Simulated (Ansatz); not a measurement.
Which method gave which barrier?

Saddle point of CH₈Si₂, singlet (CH₈Si₂ ([CH3][SiH2][SiH3]) → Si₂H₄ ([SiH][SiH3]) + CH₄; bonds formed: C2–H3; bonds broken: Si1–C2, Si1–H3), PBE0-D4/def2-TZVP structure:

```xyz
11
angstrom
Si -0.3332 1.2573 0.3456
C 1.5207 0.6209 -0.3909
H 0.2046 -0.1240 -0.2917
H -0.9464 1.4396 -1.0318
Si -1.3137 -0.9221 0.6279
H 1.6878 -0.1263 -1.1733
H 2.1202 0.3620 0.4799
H 1.8487 1.5767 -0.8008
H -2.7551 -0.5796 0.7674
H -1.2223 -1.9801 -0.4240
H -0.8111 -1.5245 1.8916
```

Program: Ansatz 0.2.0. Basis: def2-TZVPP, with def2-QZVPP for the basis limit. Cores are frozen in the correlated methods. B3LYP uses VWN-RPA correlation. Extrapolation: Hartree–Fock as exp(−7.88 √X), correlation as X^−2.97. Four methods, as single points on the PBE0-D4 structures, gave these electronic barriers from the start structure: 60.24, 69.08, 70.63, 89.40 kcal/mol.

(1) The methods were, in alphabetical order, B3LYP-D4, CCSD(T), HF, PBE-D4. Which gave which? (A judgement: the text doesn't fix the answer.)

T1 diagnostic: at most 0.014. The restricted Hartree–Fock reference is unstable towards an unrestricted one at one or more of these structures.

Answers

(1) By the calculation: PBE-D4 60.24; B3LYP-D4 69.08; CCSD(T) 70.63; HF 89.40 kcal/mol. For comparison, CCSD(T) at an estimated basis limit (MP2 extrapolated from triple and quadruple zeta, plus CCSD(T) − MP2 in triple zeta) gives 70.50 kcal/mol.

Losses and insertions of silylenes and their heavier kin drive the gas-phase chemistry of silicon and germanium vapour deposition.

Labels in which every atom is bracketed show which atoms are joined, not bond orders.

For scale, one of the runs: CCSD(T)/def2-TZVPP, 227 basis functions, launched by `ansatz run in.yaml --threads 4 --pin off --events-out ev --progress --plain --max-ram 9574MiB`. Hardware: 4 CPU threads of an AMD EPYC, shared host. Wall time 74 s; peak host memory 3.5 GiB.
